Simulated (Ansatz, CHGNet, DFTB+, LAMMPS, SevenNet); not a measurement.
**Ladder of methods for the elastic constant C44 of fcc Ir**

Reference value: 262 GPa (measured, temperature not stated, no zero-point or thermal correction; as tabulated in Mehl and Papaconstantopoulos (1996), arXiv:mtrl-th/9602003).

**Question.** What do Morse jacobson2022, GFN1-xTB as cut by DFTB+, CHGNet 0.3.0, SevenNet-0, LDA, PBE, PBEsol, r²SCAN, HSE06 give, and how far is each from the reference?

**Answer.** 
```csv
level (code),value (GPa),cell (Å³/atom),difference (%)
Morse jacobson2022 (LAMMPS),303,14.04,+15.6
GFN1-xTB as cut by DFTB+,111,15.41,-58
CHGNet 0.3.0,93.5,14.56,-64
SevenNet-0,85.9,14.58,-67
LDA (Ansatz),292,13.84,+11.5
PBE (Ansatz),256,14.50,-2.3
PBEsol (Ansatz),283,14.05,+8.0
r²SCAN (Ansatz),277,14.20,+5.7
HSE06 (Ansatz),280,13.99,+6.9
```

The reference's temperature isn't stated, so close values are not ranked against it. Off by more than 25 %, or 35 % on the side where a correction would as a rule narrow the miss (bounds picked here): SevenNet-0 (-67 %), CHGNet 0.3.0 (-64 %), GFN1-xTB as cut by DFTB+ (-58 %).

The measured value isn't corrected to a static lattice, so vibrations enter the comparison. A static lattice is as a rule stiffer than a warm one, by over a tenth in soft solids.  Density-functional levels without +SOC have no spin–orbit coupling. GFN1-xTB as cut by DFTB+: the method was fitted mainly to molecules. GFN1-xTB as cut by DFTB+: codes differ in how they cut the long-range tail of xTB's charge interaction in a crystal, so the value belongs to this code. HSE06: hybrids on metals are sensitive to the k mesh. Each level is taken at its own relaxed cell. Cutoffs and k meshes differ between the levels. Ansatz's density-functional and Hartree–Fock values are scalar-relativistic unless marked +SOC, with PAW data made under PBE.

Empirical potentials (Morse jacobson2022) are fitted to chosen data: where that held the value shown, agreement is built in, and what lay outside the fit can be far off. Machine-learned potentials (CHGNet 0.3.0, SevenNet-0) are trained on DFT data: a solid inside that data is no test of them.

Differences are worked out from the printed values.

Ansatz is a first-principles code.
